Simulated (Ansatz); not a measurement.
# CH5FN2S2: basis-set convergence

The task here is to estimate one member of a computed series from the others.

Program: Ansatz 0.2.0, Gaussian basis. Level of theory: one geometry, several basis sets. These are calculated values, not measurements.

Levels to be run: PBE0-D4/def2-SVP; ωB97M-V/def2-SVP; PBE0-D4/def2-QZVPP; ωB97M-V/def2-QZVPP; the functionals' def2-TZVPP values are taken from earlier runs.

### The geometry

The geometry comes from an earlier relaxation with PBE0-D4 in a triple-zeta def2 set; it is a stationary point, not always the lowest conformer.

SMILES `NC(N)(F)SS`, 11 atoms, charge 0, spin multiplicity 1.

Atoms are counted from 1 here; the program's logs count them from 0.

Bond lengths: N1–C2 1.403 Å, N1–H7 1.010 Å, N1–H8 1.012 Å, C2–N3 1.410 Å, C2–F4 1.391 Å, C2–S5 1.868 Å, N3–H9 1.013 Å, N3–H10 1.011 Å, S5–S6 2.030 Å, S6–H11 1.348 Å. Angles: C2–N1–H7 112.3°, C2–N1–H8 110.5°, H7–N1–H8 110.9°, N1–C2–N3 110.5°, N1–C2–F4 113.6°, N1–C2–S5 104.3°, N3–C2–F4 105.9°, N3–C2–S5 116.7°, F4–C2–S5 106.1°, C2–N3–H9 110.0°, C2–N3–H10 110.2°, H9–N3–H10 109.5°, C2–S5–S6 101.4°, S5–S6–H11 99.3°.

Set-up of the first run:

File in.yaml:

```yaml
crystal:
  periodic: [false, false, false]
  atoms:
    - {symbol: N, position_ang: [-0.113412, -0.609963, -1.610394]}
    - {symbol: C, position_ang: [0.086424, -0.244077, -0.270814]}
    - {symbol: N, position_ang: [1.349446, 0.361839, -0.108364]}
    - {symbol: F, position_ang: [0.063915, -1.320976, 0.608889]}
    - {symbol: S, position_ang: [-1.405069, 0.799391, 0.150122]}
    - {symbol: S, position_ang: [-1.033658, 1.266002, 2.090151]}
    - {symbol: H, position_ang: [-0.966721, -1.134724, -1.740905]}
    - {symbol: H, position_ang: [0.684653, -1.125116, -1.959790]}
    - {symbol: H, position_ang: [1.494028, 0.607816, 0.863836]}
    - {symbol: H, position_ang: [1.413046, 1.194015, -0.679535]}
    - {symbol: H, position_ang: [-1.507151, 0.148994, 2.677304]}
basis:
  gaussian: {orbitals: def2-SVP}
hamiltonian: {xc: pbe0, dispersion: d4}
output: {orbitals: {seedname: orbitals}}
```

Launch:

```
ansatz run in.yaml --threads 4 --pin off --events-out ev --progress --plain --max-ram 10444MiB
```

Steps of the session up to this table: PBE0-D4 in def2-SVP; ωB97M-V in def2-SVP; PBE0-D4 in def2-QZVPP; ωB97M-V in def2-QZVPP.

One table of the session follows, with a row left open; its other results are not shown here.

It belongs to the step «Density functionals: the series». 

```
functional       basis  HOMO (eV)
   PBE0-D4    def2-SVP      -6.80
   PBE0-D4  def2-TZVPP      -6.95
   PBE0-D4  def2-QZVPP      -7.00
   ωB97M-V    def2-SVP          ?
   ωB97M-V  def2-TZVPP      -9.15
   ωB97M-V  def2-QZVPP      -9.21
```

**Question.** Estimate the row for ωB97M-V, def2-SVP.

**Answer.** HOMO (eV): -8.97. In the column «HOMO (eV)» it lies between ωB97M-V, def2-TZVPP (-9.15) and PBE0-D4, def2-QZVPP (-7.00).
